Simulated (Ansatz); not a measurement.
I need a polarisability from point charges of C2H7N, SMILES CNC. Use Ansatz 0.2.0, Python API. Settings (for the species named): CAM-B3LYP, def2-SVP basis, multiplicity 1.

```xyz
10

C    -0.8573    0.4043   -0.7536
N    -0.4570   -0.1618    0.5174
C     0.9481   -0.5079    0.5560
H    -1.9150    0.6586   -0.7127
H    -0.7097   -0.3474   -1.5298
H    -0.2872    1.3040   -1.0342
H    -0.6641    0.4976    1.2624
H     1.1363   -1.2779   -0.1930
H     1.1885   -0.9120    1.5378
H     1.6174    0.3425    0.3496
```

The script, `c2h7n_field.py`:
```python
"""Dipole of C2H7N in the field of point charges."""

import ansatz
import numpy as np

params = {
    "basis_set": "def2-SVP",
    "xc": "CAM-B3LYP",
}

GEOMETRY = """
C    -0.85727    0.40429   -0.75358
N    -0.45704   -0.16184    0.51743
C     0.94806   -0.50789    0.55603
H    -1.91498    0.65865   -0.71272
H    -0.70968   -0.34743   -1.52980
H    -0.28716    1.30400   -1.03418
H    -0.66414    0.49765    1.26236
H     1.13627   -1.27794   -0.19295
H     1.18852   -0.91202    1.53778
H     1.61742    0.34253    0.34964
"""

geometry = ansatz.Crystal.molecule()
for line in GEOMETRY.strip().splitlines():
    symbol, *xyz = line.split()
    geometry = geometry.atom(symbol, [float(v) for v in xyz])

setup = (
    geometry.calculation()
    .basis(gaussian=params["basis_set"])
    .functional(params["xc"])
    .forces()
)
# charges +q and -q at -R and +R make a nearly even field 2 k q / R^2 at the centre
centre = np.mean([site.position_ang for site in geometry.cartesian_sites], axis=0)
field = 2 * 14.399645 * 4.0 / 30.0 ** 2


def dipole(axis, sign):
    arm = 30.0 * np.eye(3)[axis]
    pair = [{"charge": sign * 4.0, "position_ang": (centre - arm).tolist()}, {"charge": -sign * 4.0, "position_ang": (centre + arm).tolist()}]
    deck = setup.input().set(ansatz.key.basis.gaussian.point_charges, pair)
    return np.array(ansatz.Session.from_dict(deck).plan().execute().report["charge_distribution"]["dipole_moment_e_ang"])


print(f"field {field:.4f} V/A")
alpha = np.array([(dipole(axis, 1) - dipole(axis, -1)) / (2 * field) * 14.399645 for axis in range(3)])
print("polarisability tensor (A^3)")
print(np.array2string(alpha, precision=3, suppress_small=True))
print(f"mean {np.trace(alpha) / 3:.3f} A^3 = {np.trace(alpha) / 3 / 0.14818471:.2f} bohr^3")
```

```console
$ python c2h7n_field.py
field 0.1280 V/A
polarisability tensor (A^3)
[[ 4.702 -0.303  0.286]
 [-0.301  4.237 -0.139]
 [ 0.286 -0.139  4.558]]
mean 4.499 A^3 = 30.36 bohr^3
```

Caveats:
- The geometry is a force-field or estimated start, not a minimum of this method, and the basis set is short of its limit. The field of two point charges is only nearly even.
- Without diffuse functions polarisabilities are unreliable, as a rule too low, and they change with the bond lengths of this unrelaxed start.
- Hardware and time: 12 s on 1 thread of AMD EPYC 7B13 (Zen 3), on a shared host, peak memory 0.22 GiB.
